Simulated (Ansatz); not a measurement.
For Ru (model structure, started from the beta-Sn type, I4₁/amd, No. 141, 2 atoms in the cell), PBE (PAW; Ansatz, a quantum-chemistry and plane-wave program) gives:

- equilibrium lattice constant a = 4.735 Å
- lattice parameter c = 2.763 Å

Task: What does r²SCAN in Ansatz (PAW) give for the same quantities?

Result: 
- lattice constant a: 4.682 Å (falls by 1.1 %)
- lattice parameter c: 2.774 Å (rises by 0.4 %)

Changes are worked out from the printed values.

Unless a cell is named, each level is at its own relaxed cell (PBE 15.48, r²SCAN 15.20 Å³/atom).

Ansatz's density-functional and Hartree–Fock values are scalar-relativistic unless marked +SOC, with PAW data made under PBE.

A model structure was made by putting elements into a prototype or built by hand; it is no filed structure, need not be a known phase, and can be a saddle point held by its symmetry.
